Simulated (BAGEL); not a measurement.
# HF/STO-3G (density fitting with qzvpp-jkfit) run of H2SO3 (SMILES O=[SH](=O)O)

Aim: the energy change on altering one bond length of H2SO3 at HF/STO-3G (density fitting with qzvpp-jkfit), from 2 runs. 

The results are computed with BAGEL 1.2.2.

3 further runs of the same task are left out: 3 that didn't finish.

### 1 The system as given

H2SO3 has 6 atoms, charge 0, and is taken as a singlet. As SMILES, `O=[SH](=O)O`. The coordinates come from a GFN2-xTB relaxation. This is one conformer, not always the lowest.

Bond lengths: O1–S2 1.415 Å, S2–O3 1.424 Å, S2–O4 1.597 Å, S2–H5 1.386 Å, O4–H6 0.959 Å. Angles: O1–S2–O3 121.7°, O1–S2–O4 110.4°, O3–S2–O4 108.3°, O1–S2–H5 107.5°, O3–S2–H5 108.0°, O4–S2–H5 98.6°, S2–O4–H6 109.4°.

### 2 The energy at HF/STO-3G (density fitting with qzvpp-jkfit)

The input, calc.json:

```json
{ "bagel": [

{
  "title": "molecule",
  "basis": "sto-3g",
  "df_basis": "qzvpp-jkfit",
  "angstrom": "true",
  "geometry": [
    { "atom": "O", "xyz": [       0.188250,      -1.192850,       1.224360 ] },
    { "atom": "S", "xyz": [       0.256180,      -0.315220,       0.116680 ] },
    { "atom": "O", "xyz": [       0.268070,      -0.800210,      -1.222620 ] },
    { "atom": "O", "xyz": [      -0.868700,       0.812960,       0.231790 ] },
    { "atom": "H", "xyz": [       1.372490,       0.488280,       0.290220 ] },
    { "atom": "H", "xyz": [      -1.216290,       1.007040,      -0.640440 ] }
  ]
},

{
  "title": "hf"
},

{
  "title": "print",
  "file": "orbitals.molden",
  "orbitals": "true"
}

]}
```

Command:

```console
$ BAGEL_NUM_THREADS=1 BAGEL calc.json > calc.out
```

What it wrote:

```text
* using 1 threads per process

  ===============================================================
  ===============================================================

  *** Geometry ***

  { "atom" : "O", "xyz" : [      0.355741,     -2.254160,      2.313705 ] },
  { "atom" : "S", "xyz" : [      0.484110,     -0.595679,      0.220493 ] },
  { "atom" : "O", "xyz" : [      0.506579,     -1.512178,     -2.310417 ] },
  { "atom" : "O", "xyz" : [     -1.641605,      1.536272,      0.438020 ] },
  { "atom" : "H", "xyz" : [      2.593630,      0.922715,      0.548436 ] },
  { "atom" : "H", "xyz" : [     -2.298455,      1.903030,     -1.210256 ] },

  Number of auxiliary basis functions:      395

  Since a DF basis is specified, we compute 2- and 3-index integrals:
    o Being stored without compression. Storage requirement is 0.002 GB

  Number of basis functions:       26
  Number of electrons      :       42

    * METHOD: MOLECULE                             0.09

  *** RHF ***

  === Nuclear Repulsion ===
   202.3772877177

      * DIIS with orbital gradients will be used.

  === RHF iteration (sto-3g) ===
      0       -615.12364012          0.03172908           0.01
      1       -615.36272179          0.01126396           0.01
      2       -615.39351120          0.00231106           0.01
      3       -615.39555023          0.00085082           0.01
      4       -615.39608775          0.00016326           0.01
      5       -615.39610512          0.00003520           0.01
      6       -615.39610562          0.00001344           0.01
      7       -615.39610569          0.00000472           0.01
      8       -615.39610571          0.00000181           0.01
      9       -615.39610571          0.00000053           0.01
     10       -615.39610571          0.00000019           0.01
     11       -615.39610571          0.00000008           0.01
     12       -615.39610571          0.00000002           0.01
     13       -615.39610571          0.00000001           0.01
    * SCF iteration converged.

    * Permanent dipole moment:
           (   -0.137826,    -1.107169,     0.322833) a.u.

    * METHOD: HF                                   0.18

    * METHOD: PRINT                                0.00

  ===============================================================
```

Wall time 0.42 s (1 thread of Arm Neoverse V2, shared host); peak memory 0.081 GiB.

### 3 The distorted shape

The input, job.json:

```json
{ "bagel" : [

{
  "title" : "molecule",
  "basis" : "sto-3g",
  "df_basis" : "qzvpp-jkfit",
  "angstrom" : true,
  "geometry" : [
    { "atom" : "O", "xyz" : [    0.362052,   -1.289894,    1.660494 ] },
    { "atom" : "S", "xyz" : [    0.429982,   -0.412264,    0.552814 ] },
    { "atom" : "O", "xyz" : [    0.441872,   -0.897254,   -0.786486 ] },
    { "atom" : "O", "xyz" : [   -0.694898,    0.715916,    0.667924 ] },
    { "atom" : "H", "xyz" : [    1.546292,    0.391236,    0.726354 ] },
    { "atom" : "H", "xyz" : [   -1.216290,    1.007040,   -0.640440 ] }
  ]
},
{ "title" : "hf" },
{ "title" : "print", "file" : "orbitals.molden", "orbitals" : true }

]}
```

Command:

```console
$ BAGEL_NUM_THREADS=1 BAGEL job.json > job.out
```

What it wrote:

```text
* using 1 threads per process

  ===============================================================
  ===============================================================

  *** Geometry ***

  { "atom" : "O", "xyz" : [      0.684179,     -2.437546,      3.137879 ] },
  { "atom" : "S", "xyz" : [      0.812548,     -0.779066,      1.044667 ] },
  { "atom" : "O", "xyz" : [      0.835017,     -1.695564,     -1.486243 ] },
  { "atom" : "O", "xyz" : [     -1.313167,      1.352885,      1.262193 ] },
  { "atom" : "H", "xyz" : [      2.922068,      0.739329,      1.372610 ] },
  { "atom" : "H", "xyz" : [     -2.298455,      1.903030,     -1.210256 ] },

  Number of auxiliary basis functions:      395

  Since a DF basis is specified, we compute 2- and 3-index integrals:
    o Being stored without compression. Storage requirement is 0.002 GB

  Number of basis functions:       26
  Number of electrons      :       42

    * METHOD: MOLECULE                             0.09

  *** RHF ***

  === Nuclear Repulsion ===
   200.0723612414

      * DIIS with orbital gradients will be used.

  === RHF iteration (sto-3g) ===
      0       -614.99845347          0.03261531           0.01
      1       -615.25777076          0.01006624           0.01
      2       -615.28216235          0.00224369           0.01
      3       -615.28407683          0.00098488           0.01
      4       -615.28463280          0.00020592           0.01
      5       -615.28465838          0.00006142           0.01
      6       -615.28466008          0.00002803           0.01
      7       -615.28466041          0.00000827           0.01
      8       -615.28466046          0.00000392           0.01
      9       -615.28466047          0.00000138           0.01
     10       -615.28466047          0.00000054           0.01
     11       -615.28466047          0.00000025           0.01
     12       -615.28466047          0.00000010           0.01
     13       -615.28466047          0.00000003           0.01
     14       -615.28466047          0.00000001           0.01
     15       -615.28466047          0.00000001           0.01
    * SCF iteration converged.

    * Permanent dipole moment:
           (   -0.105619,    -1.130772,     0.317755) a.u.

    * METHOD: HF                                   0.22

    * METHOD: PRINT                                0.00

  ===============================================================
```

Wall time 0.46 s (1 thread of Arm Neoverse V2, shared host); peak memory 0.081 GiB.

### 4 Results

Level: HF/STO-3G (density fitting with qzvpp-jkfit).

| quantity | value |
| --- | --- |
| first shape: total energy | -615.39611 Eh |
| first shape: dipole moment | 2.95 D |
| first shape: HOMO energy | -8.54 eV |
| first shape: LUMO energy | 10.00 eV |
| first shape: HOMO–LUMO gap | 18.54 eV |
| distorted shape: total energy | -615.28466 Eh |
| distorted shape: dipole moment | 3.00 D |
| distorted shape: HOMO energy | -8.47 eV |
| distorted shape: LUMO energy | 5.96 eV |
| distorted shape: HOMO–LUMO gap | 14.44 eV |
| energy change with the O4–H6 bond stretched from 0.959 to 1.438 Å | 3.033 eV |

With the O4–H6 bond stretched from 0.959 to 1.438 Å the energy rises by 3.03 eV (70 kcal/mol). The first shape isn't relaxed at this level, so the change isn't measured from a minimum. The minimal basis adds a large error of its own.
